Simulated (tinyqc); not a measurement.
Inside a calculation. Method: Pariser-Parr-Pople SCF with singles CI, for the molecule c1cc[nH]c1 (SMILES; centres numbered as the heavy atoms are written). Computed by tinyqc, a small Python program that keeps every step. Settings: charge = 0, gamma = MN, start = huckel, damping = 0.5, iteration cap = 70, excitations kept = 6. Command: `OMP_NUM_THREADS=1 python tinyqc.py 21735 21736 out.jsonl` (the two numbers bound the seeds that draw the settings). One thread of a shared host (Intel(R) Xeon(R) Processor @ 2.60GHz), about 0.01 s of CPU time with the checks. Later iterations appear only in the table of the cycle.

## PPP integrals

Centres (angstrom, eV; a flat drawing with bonds scaled to 1.40 angstrom):

| centre | x | y | core charge z | W | gamma_rr |
|---|---|---|---|---|---|
| 1C | 1.191000 | 0.000000 | 1 | 11.160000 | 11.130000 |
| 2C | 0.368000 | 1.133000 | 1 | 11.160000 | 11.130000 |
| 3C | -0.963000 | 0.700000 | 1 | 11.160000 | 11.130000 |
| 4N | -0.963000 | -0.700000 | 2 | 25.600000 | 16.800000 |
| 5C | 0.368000 | -1.133000 | 1 | 11.160000 | 11.130000 |

Resonance integrals (eV):

| i | j | beta |
|---|---|---|
| 1 | 2 | -2.460000 |
| 2 | 3 | -2.460000 |
| 3 | 4 | -2.310000 |
| 4 | 5 | -2.310000 |
| 5 | 1 | -2.460000 |

Mataga-Nishimoto: gamma = 14.399645/(R + a), a = 2 x 14.399645/(gamma_rr + gamma_ss); H_rr = -W_r - sum_(s != r) z_s gamma_rs; H_rs = beta for bonds.

repulsion gamma_rs (eV):
```
           1C         2C         3C         4N         5C
1C  11.130000   5.344818   4.046371   4.368809   5.344818
2C   5.344818  11.130000   5.346212   4.368302   4.045107
3C   4.046371   5.346212  11.130000   5.923040   4.045936
4N   4.368809   4.368302   5.923040  16.800000   5.923867
5C   5.344818   4.045107   4.045936   5.923867  11.130000
```

core matrix H (eV):
```
            1C          2C          3C          4N          5C
1C  -34.633625   -2.460000    0.000000    0.000000   -2.460000
2C   -2.460000  -34.632740   -2.460000    0.000000    0.000000
3C    0.000000   -2.460000  -36.444601   -2.310000    0.000000
4N    0.000000    0.000000   -2.310000  -46.184019   -2.310000
5C   -2.460000    0.000000    0.000000   -2.310000  -36.443595
```

## Starting guess

pi electrons, sum of z_r less the charge = 6

Orbitals of the Hueckel matrix of the beta values.

P at the start:
```
           1C         2C         3C         4N         5C
1C   1.194744   0.641957  -0.239873  -0.252954   0.654554
2C   0.641957   1.194744   0.654554  -0.252954  -0.239873
3C  -0.239873   0.654554   1.197087   0.642350  -0.250127
4N  -0.252954  -0.252954   0.642350   1.216339   0.642350
5C   0.654554  -0.239873  -0.250127   0.642350   1.197087
```

## Iteration 1: Fock matrix

F_rr = H_rr + P_rr gamma_rr / 2 + sum_(s != r) P_ss gamma_rs; F_rs = H_rs - P_rs gamma_rs / 2; E = tr P (H + F) / 2 + core repulsion sum_(r<s) z_r z_s gamma_rs.

F (eV):
```
           1C         2C         3C          4N         5C
1C  -5.043168  -4.175572   0.485307    0.552553  -4.209237
2C  -4.175572  -5.042745  -4.209693    0.552489   0.485156
3C   0.485307  -4.209693  -6.513320   -4.212331   0.505999
4N   0.552553   0.552489  -4.212331  -11.346385  -4.212597
5C  -4.209237   0.485156   0.505999   -4.212597  -6.514486
```

pi energy = -86.483301 eV

## Iteration 1: orbitals and new P

Diagonalise F (the basis is taken as orthonormal) and form P = 2 sum c c over the lowest orbitals; 0.5 of the old P is kept.

orbital energies (eV): -15.552539  -10.365664  -9.556445  -0.654614  1.669159

P after iteration 1:
```
           1C         2C         3C         4N         5C
1C   1.135198   0.632842  -0.175333  -0.255377   0.690081
2C   0.632842   1.135193   0.690092  -0.255341  -0.175348
3C  -0.175333   0.690092   1.171204   0.584752  -0.326419
4N  -0.255377  -0.255341   0.584752   1.387155   0.584752
5C   0.690081  -0.175348  -0.326419   0.584752   1.171250
```

## Iteration 2: Fock matrix

As before.

F (eV):
```
           1C         2C         3C          4N         5C
1C  -5.189389  -4.151212   0.354732    0.557848  -4.304177
2C  -4.151212  -5.189116  -4.304688    0.557704   0.354652
3C   0.354732  -4.304688  -6.309457   -4.041756   0.660336
4N   0.557848   0.557704  -4.041756  -10.738170  -4.041996
5C  -4.304177   0.354652   0.660336   -4.041996  -6.310247
```

pi energy = -86.992753 eV

## Iteration 2: orbitals and new P

As before.

orbital energies (eV): -14.941224  -10.435435  -9.527250  -0.351492  1.519022

P after iteration 2:
```
           1C         2C         3C         4N         5C
1C   1.107371   0.624702  -0.143805  -0.256303   0.710673
2C   0.624702   1.107360   0.710691  -0.256251  -0.143822
3C  -0.143805   0.710691   1.154650   0.554302  -0.362658
4N  -0.256303  -0.256251   0.554302   1.475912   0.554307
5C   0.710673  -0.143822  -0.362658   0.554307   1.154707
```

## Iteration 3: Fock matrix

As before.

F (eV):
```
           1C         2C         3C          4N         5C
1C  -5.260650  -4.129460   0.290945    0.559869  -4.359210
2C  -4.129460  -5.260439  -4.359751    0.559690   0.290888
3C   0.290945  -4.359751  -6.204200   -3.951575   0.733646
4N   0.559869   0.559690  -3.951575  -10.431812  -3.951819
5C  -4.359210   0.290888   0.733646   -3.951819  -6.204818
```

pi energy = -87.248900 eV

## Iteration 3: orbitals and new P

As before.

orbital energies (eV): -14.653172  -10.439992  -9.517020  -0.199514  1.447780

P after iteration 3:
```
           1C         2C         3C         4N         5C
1C   1.094585   0.618050  -0.128382  -0.256729   0.722969
2C   0.618050   1.094568   0.722990  -0.256669  -0.128397
3C  -0.128382   0.722990   1.144156   0.537905  -0.379290
4N  -0.256729  -0.256669   0.537905   1.522480   0.537917
5C   0.722969  -0.128397  -0.379290   0.537917   1.144211
```

## Convergence

Stop when output and input P, before any damping, agree to 1e-7.

Course of the cycle:

| iteration | E (eV) | largest \|P(out) - P(in)\| |
|---|---|---|
| 1 | -86.48330104 | 3.42e-01 |
| 2 | -86.99275334 | 1.78e-01 |
| 3 | -87.24889997 | 9.31e-02 |
| 4 | -87.37823913 | 4.94e-02 |
| 5 | -87.44364738 | 2.66e-02 |
| 6 | -87.47673813 | 1.45e-02 |
| 7 | -87.49347946 | 8.04e-03 |
| 8 | -87.50194897 | 4.55e-03 |
| 9 | -87.50623384 | 2.63e-03 |
| 10 | -87.50840187 | 1.66e-03 |
| 11 | -87.50949905 | 1.20e-03 |
| ... | ... | ... |
| 30 | -87.51062459 | 2.54e-06 |
| 31 | -87.51062459 | 1.84e-06 |
| 32 | -87.51062459 | 1.33e-06 |
| 33 | -87.51062459 | 9.60e-07 |
| 34 | -87.51062459 | 6.94e-07 |
| 35 | -87.51062459 | 5.02e-07 |
| 36 | -87.51062459 | 3.63e-07 |
| 37 | -87.51062459 | 2.63e-07 |
| 38 | -87.51062459 | 1.90e-07 |
| 39 | -87.51062459 | 1.37e-07 |
| 40 | -87.51062459 | 9.93e-08 |

Converged in 40 iterations.

## Converged orbitals

Charges are z - P_rr.

orbital energies (eV): -14.360980  -10.396610  -9.522760  -0.042652  1.384642

coefficients:
```
         MO1        MO2        MO3        MO4        MO5
1C  0.282084   0.584035   0.348936  -0.281632  -0.615028
2C  0.282106   0.584175  -0.348661  -0.281375   0.615158
3C  0.424987   0.065440  -0.615077   0.561283  -0.348921
4N  0.692530  -0.555985  -0.000141  -0.459654   0.000067
5C  0.425009   0.065128   0.615110   0.561419   0.348676
```

pi charges: 1C -0.084848, 2C -0.084817, 3C -0.126431, 4N 0.422564, 5C -0.126468

## Singles CI, singlets

Over the 6 single excitations with the smallest orbital gaps: A = (e_a - e_i) delta + 2 (ia|jb) - (ij|ab), with (pq|rs) = sum c_mp c_mq gamma_mn c_nr c_ns. f = 2/3 w |mu|^2 in atomic units, mu = sqrt2 sum c_ia sum_m c_mi c_ma R_m.

singlet CI matrix (eV):
```
           3>4        2>4        3>5        2>5        1>4        1>5
3>4   6.337942   0.000439   0.000515  -0.258800   0.000079   0.367402
2>4   0.000439   6.871161   0.881148  -0.000052  -0.211985   0.000264
3>5   0.000515   0.881148   7.396399  -0.000051   0.152250   0.000367
2>5  -0.258800  -0.000052  -0.000051   8.151726   0.000339   0.338311
1>4   0.000079  -0.211985   0.152250   0.000339  10.355994  -0.000061
1>5   0.367402   0.000264   0.000367   0.338311  -0.000061  11.396567
```

singlet excitation energies (eV): 6.197952  6.268568  8.053222  8.163638  10.372380  11.454030

oscillator strengths: 0.033131  0.344116  1.006817  0.437124  0.007230  0.016749

## Singles CI, triplets

Over the 6 single excitations with the smallest orbital gaps: A = (e_a - e_i) delta - (ij|ab), with (pq|rs) = sum c_mp c_mq gamma_mn c_nr c_ns.

triplet CI matrix (eV):
```
           3>4        2>4        3>5        2>5        1>4        1>5
3>4   3.089112  -0.000191  -0.000114  -0.641334  -0.000203  -1.090058
2>4  -0.000191   4.290978  -0.641334   0.000236   0.984937   0.000128
3>5  -0.000114  -0.641334   5.027151   0.000166  -1.090058   0.000548
2>5  -0.641334   0.000236   0.000166   5.235068   0.000128  -0.902493
1>4  -0.000203   0.984937  -1.090058   0.000128   7.219352   0.000201
1>5  -1.090058   0.000128   0.000548  -0.902493   0.000201  10.344639
```

triplet excitation energies (eV): 2.690750  3.872607  4.637377  5.352873  8.027496  10.625195
